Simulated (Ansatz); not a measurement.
Geometry optimisation, Ansatz, RKS PBE/def2-SVP.

The input (input.yaml):

```yaml
crystal:
  periodic: [false, false, false]
  atoms:
    - { symbol: Al, position_ang: [0.0, 0.0, 0.0] }
    - { symbol: H, position_ang: [0.0, 0.0, 1.56] }
    - { symbol: O, position_ang: [1.5415, 0.0, -0.89] }
    - { symbol: H, position_ang: [1.8414, -0.9519, -1.0449] }
    - { symbol: C, position_ang: [-1.706, 0.0, -0.985] }
    - { symbol: H, position_ang: [-2.2662, -0.9305, -0.7558] }
    - { symbol: H, position_ang: [-2.3102, 0.8797, -0.6796] }
    - { symbol: H, position_ang: [-1.5043, 0.0508, -2.0753] }
basis:
  gaussian: { orbitals: def2-SVP }
hamiltonian:
  xc: pbe
relax:
  f_tol: 0.02
  max_steps: 40
output:
  orbitals: {}
```

Command:

```bash
$ ansatz run input.yaml --threads 1 --pin off --max-ram 2048MiB --backend cpu --events-out ev --progress --plain --runs-dir out
```

Where does it end, and by what steps?

The run converged. The force dipped under the threshold on the way, but the program's further checks kept it going. After 13 steps the energy has fallen by 0.335 eV; H4 moved furthest, 0.71 Å.

```tsv
step	energy less start (eV)	largest force component (eV/Å)	accepted
0	0.0000	1.666	yes
1	-0.0780	0.923	yes
2	-0.1263	0.586	yes
3	-0.1946	0.609	yes
4	-0.2761	0.438	yes
5	-0.3287	0.185	yes
6	-0.3339	0.024	yes
7	-0.3342	0.010	yes
8	-0.3340	0.195	no
9	-0.3344	0.043	yes
10	-0.3345	0.038	yes
11	-0.3345	0.028	yes
12	-0.3346	0.022	yes
13	-0.3347	0.010	yes
```

```xyz
8
Properties=species:S:1:pos:R:3
Al -0.041 -0.171 -0.080
H 0.144 -0.154 1.514
O 1.356 -0.377 -1.073
H 2.244 -0.483 -0.698
C -1.756 0.028 -0.998
H -2.461 -0.781 -0.707
H -2.250 0.986 -0.727
H -1.639 0.001 -2.100
```

Time of the run: 57 s on 1 thread of AMD EPYC 7R43 64-Core Processor (Zen 3) (shared host), peak memory 0.14 GiB.
